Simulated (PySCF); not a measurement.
Compound: C4H5O (charge -1).
Numbering: `[CH2:1]=[CH:2]/[CH:3]=[CH:4]/[O-:5]` (hydrogens: H6, H7 on C1; H8 on C2; H9 on C3; H10 on C4)
Bond orders are those of one Lewis drawing.

Method: PBE0-D3(BJ)/def2-SVP geometry optimisation, gas phase (PySCF); density fitting, grid level 1; the optimiser is geomeTRIC in internal coordinates, started from a GFN2-xTB structure.

Step 0: E = -6264.3191 eV
```
atom  x, y, z in Å  |  force x, y, z in eV/Å
C1     -1.9273    0.2397    0.3825   -0.617   0.018   0.004
C2     -0.8227    0.4193   -0.3695    0.364  -0.039   0.099
C3      0.5188    0.2588    0.0330   -0.542  -0.010   0.098
C4      1.5901    0.4657   -0.8112    1.607   0.000  -0.182
O5      2.8131    0.3550   -0.5692   -0.385   0.052  -0.143
H6     -1.8675   -0.0601    1.4181    0.099  -0.167   0.572
H7     -2.9225    0.3866   -0.0129   -0.463   0.085  -0.240
H8     -0.9664    0.7225   -1.4070   -0.039   0.120  -0.412
H9      0.7149   -0.0420    1.0562    0.191  -0.127   0.418
H10     1.2950    0.7757   -1.8548   -0.216   0.069  -0.214
```

Step 1: E = -6264.3787 eV
```
atom  x, y, z in Å  |  force x, y, z in eV/Å
C1     -1.9623    0.2411    0.3799   -0.020  -0.022   0.088
C2     -0.8125    0.4098   -0.3353   -0.050   0.037  -0.126
C3      0.5397    0.2522    0.0566    0.074  -0.056   0.202
C4      1.6177    0.4668   -0.8175   -0.139   0.069  -0.253
O5      2.8374    0.3686   -0.6267    0.096  -0.023   0.074
H6     -1.9350   -0.0624    1.4345   -0.020   0.011  -0.040
H7     -2.9485    0.4015   -0.0666    0.018   0.005  -0.017
H8     -0.9385    0.7172   -1.3902    0.021  -0.013   0.047
H9      0.7724   -0.0518    1.0871    0.002   0.009  -0.036
H10     1.2551    0.7783   -1.8566    0.018  -0.017   0.061
```

**Question.** Estimate the geometry and energy of step 2. (The exact step hangs on the optimiser's Hessian estimate; all steps are aligned on step 1, rigid shifts and turns removed.)

**Answer.** E = -6264.3741 eV, largest force 0.333 eV/Å
```
atom  x, y, z in Å  |  force x, y, z in eV/Å
C1     -1.9621    0.2423    0.3761   -0.025  -0.004   0.022
C2     -0.7973    0.4041   -0.3171   -0.093  -0.019   0.071
C3      0.5548    0.2451    0.0801   -0.233   0.060  -0.183
C4      1.6002    0.4709   -0.8319    0.171  -0.080   0.275
O5      2.8220    0.3746   -0.6443    0.098   0.048  -0.191
H6     -1.9739   -0.0604    1.4300    0.028   0.000  -0.003
H7     -2.9330    0.4108   -0.0993   -0.011   0.004  -0.009
H8     -0.9078    0.7111   -1.3723    0.004  -0.002   0.010
H9      0.8061   -0.0579    1.1054    0.016   0.017  -0.063
H10     1.2166    0.7806   -1.8615    0.044  -0.024   0.072
```

The energy changes by +0.0045 eV. The first-order estimate −F·Δx gives -0.0078 eV and the mean of the old and new forces, exact on a quadratic surface, +0.0046 eV. The step makes an angle of 80° with the force vector and moves no atom by more than 0.039 Å. The energy falls at the start of this step and ends higher, so the step passed the lowest point of its straight line.

The cost below is that of the whole optimisation. The run took 13 s on Arm Neoverse V2, one thread, no GPU, shared host, and the process peaked at 0.46 GiB of memory.
